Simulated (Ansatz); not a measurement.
hcp Ti was calculated with BLYP in Ansatz (plane waves, PAW).

Run with plane-wave cutoff 520 eV, 24×24×14 k mesh (along the axes of the cell as run), Fermi–Dirac smearing 0.028 eV (set by the program), no spin polarisation, scalar-relativistic PAW data made under PBE.

Cell (relaxed at this level):

```
CELL_PARAMETERS angstrom
      2.96197     0.00000     0.00000
     -1.48099     2.56514     0.00000
      0.00000     0.00000     4.68283
ATOMIC_POSITIONS crystal
  Ti 0.66667 0.33333 0.75000
  Ti 0.33333 0.66667 0.25000
```

Give the computed Young modulus, Voigt–Reuss–Hill bulk modulus, elastic constant C44, elastic constant C66, elastic constant C12, elastic constant C11, elastic constant C13 and elastic constant C33.


- Young modulus: 112 GPa
- Voigt–Reuss–Hill bulk modulus: 105 GPa
- elastic constant C44: 38.1 GPa
- elastic constant C66: 44.7 GPa
- elastic constant C12: 74.8 GPa
- elastic constant C11: 164 GPa
- elastic constant C13: 75.1 GPa
- elastic constant C33: 171 GPa

Measured, for comparison: elastic constant C44 51 GPa, elastic constant C12 87 GPa, elastic constant C11 176 GPa, elastic constant C13 68 GPa, elastic constant C33 191 GPa (4 K, zero-point motion not removed; as tabulated in Ferrari et al. (2019), arXiv:1905.01197). Computed (rounded) less measured: elastic constant C44 -25 %, elastic constant C12 -14 %, elastic constant C11 -7 %, elastic constant C13 +10 %, elastic constant C33 -10 %.

Elastic constants are with the ions relaxed.

Computed values are for the static lattice.

Computing time: very roughly 20 core-minutes.

Ansatz is a first-principles code.
